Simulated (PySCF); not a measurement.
AlCl3, optimised at B3LYP/6-31G*:

```xyz
4

Al     0.4278    -0.1672    -0.2778
Cl    -0.1639     0.9218    -1.9581
Cl    -0.1819    -2.1512    -0.0515
Cl     1.6289     0.7281     1.1765
```

Energies from PySCF (xtb for GFN2), thermal terms from the rigid-rotor harmonic-oscillator model, ideal gas at 1 bar. 6-31G* has spherical d functions here. All species are closed-shell singlets. B3LYP is the form with VWN-RPA correlation.

List the harmonic frequencies (cm⁻¹, unscaled) at this level and at the other levels, each on its own geometry.


- B3LYP/6-31G*: 146, 146, 198, 375, 615, 615
- GFN2-xTB: 115, 115, 216, 385, 613, 613
- HF/6-31G*: 156, 156, 213, 397, 641, 641
- PBE/def2-SVP: 142, 142, 197, 372, 618, 618
- PBE0/def2-TZVP: 144, 144, 203, 385, 624, 625
